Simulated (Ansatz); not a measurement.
**CH2N (quartet): the correlation ladder at angle C2–N1–H3 = 120.4°, cc-pVDZ**

How much of the correlation energy of CH2N (quartet) does each wave-function method recover here?

Method: cc-pVDZ, core rule «outside noble gas», up to 2 orbitals frozen; program: Ansatz 0.2.0, Gaussian basis.

To be run: UHF; CCSD(T) on ROHF; CCSD(T) on UHF; BCCD(T) on ROHF; CISD; CCSDT(Q) on ROHF; CCSDT(Q) on UHF; CASSCF and MRCISD+Q, 5 electrons in 5 orbitals; CASSCF and NEVPT2, 5 electrons in 5 orbitals; CASSCF and MRCISD+Q, 11 electrons in 10 orbitals; CASSCF and NEVPT2, 11 electrons in 10 orbitals.

13 further runs of the same task are left out: 1 for a mislabelled method, 11 that didn't finish, 1 set aside as unsound or not needed.

### Step 1. The geometry

The geometry derives from a PBE0/def2-TZVP stationary point (not a proven minimum). One angle is set to the value named; bond lengths are kept.

4 atoms, charge 0, spin multiplicity 4.

Atoms are counted from 1 here; the program's logs count them from 0.

Bond lengths: N1–C2 1.434 Å, N1–H3 1.028 Å, C2–H4 1.090 Å. Angles: C2–N1–H3 120.4°, N1–C2–H4 121.0°.

### Step 2. UHF

The input, in.yaml:

```yaml
crystal:
  periodic: [false, false, false]
  atoms:
    - {symbol: N, position_ang: [-0.043426, -0.069497, 0.663614]}
    - {symbol: C, position_ang: [0.130898, 0.039569, -0.755355]}
    - {symbol: H, position_ang: [-0.296689, 0.755998, 1.221633]}
    - {symbol: H, position_ang: [-0.659648, -0.261748, -1.442575]}
basis:
  gaussian: {orbitals: cc-pVDZ}
magnetization: {spin_polarized: true, initial_magnetization: 3}
hamiltonian: {xc: hf}
output: {orbitals: {seedname: orbitals}}
```

Run with:

```console
$ ansatz run in.yaml --threads 1 --pin off --events-out ev --progress --plain --max-ram 2393MiB
```

The runs that follow: CCSD(T) on ROHF; CCSD(T) on UHF; BCCD(T) on ROHF; CISD; CCSDT(Q) on ROHF; CCSDT(Q) on UHF; CASSCF and MRCISD+Q, 5 electrons in 5 orbitals; CASSCF and NEVPT2, 5 electrons in 5 orbitals; CASSCF and MRCISD+Q, 11 electrons in 10 orbitals; CASSCF and NEVPT2, 11 electrons in 10 orbitals.

Q: Predict the results of all the runs planned. Wanted: UCCSDT(Q) below the RHF energy; RMP2 from UCCSDT(Q); UMP2 from UCCSDT(Q); RCCSD from UCCSDT(Q); RCCSD(T) from UCCSDT(Q); UCCSD(T) from UCCSDT(Q); RCCSDT(Q) from UCCSDT(Q); NEVPT2 pair from UCCSDT(Q); NEVPT2 valence from UCCSDT(Q).

**Answer**, as computed:

```
                         quantity                                                                     value
   UCCSDT(Q) below the RHF energy                                                                -7.1106 eV
              RMP2 from UCCSDT(Q)                                                               +1032.0 meV
              UMP2 from UCCSDT(Q)                                                               +1040.2 meV
             RCCSD from UCCSDT(Q)                                                                +190.6 meV
          RCCSD(T) from UCCSDT(Q)                                                                 +33.9 meV
          UCCSD(T) from UCCSDT(Q)                                                                 +33.0 meV
         RCCSDT(Q) from UCCSDT(Q)                                                                  +1.9 meV
       NEVPT2 pair from UCCSDT(Q)                                                               +1070.2 meV
    NEVPT2 valence from UCCSDT(Q)                                                                +970.3 meV
  MRCISD+Q valence from UCCSDT(Q)                                                                 +37.3 meV
levels within 1 kcal/mol (43 meV)  RCCSD(T), UCCSD(T), BCCD(T), RCCSDT, UCCSDT, RCCSDT(Q), MRCISD+Q valence
                    T1 diagnostic                                                                     0.025
   effectively unpaired electrons                                                                      3.01
```

What this shows: RCCSD(T) misses by +33.9 meV, 0.5 % of the correlation energy. One determinant dominates. Of the multireference levels listed MRCISD+Q valence comes nearest in total energy (+37.3 meV), which doesn't show that its space is the better one. These misses are within one basis, not against nature; the frozen cores of restricted and unrestricted runs differ, which can shift their rows.
